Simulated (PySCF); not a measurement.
Electron affinity of S by level of theory

S⁻ [Ne] 3s2 3p5 (2P) → S [Ne] 3s2 3p4 (3P), as a difference of total energies. Computed with PySCF 2.14 in aug-cc-pCVTZ-DK, with the spin-free X2C one-electron Hamiltonian (Gaussian nucleus). Correlated levels: nothing frozen. The calculations carry no spin-orbit coupling.

```tsv
method	electron affinity (eV)	error (eV)
UHF	0.873	-1.204
MP2 (all electrons)	1.926	-0.151
SCS-MP2 (all electrons)	1.922	-0.155
CCSD (all electrons)	1.849	-0.228
CCSD(T) (all electrons)	1.938	-0.139
```

Reference: 2.077 eV (measured; photodetachment measurements, as compiled on the Wikipedia data page of electron affinities).

Errors of the correlated levels include the incompleteness of this basis.
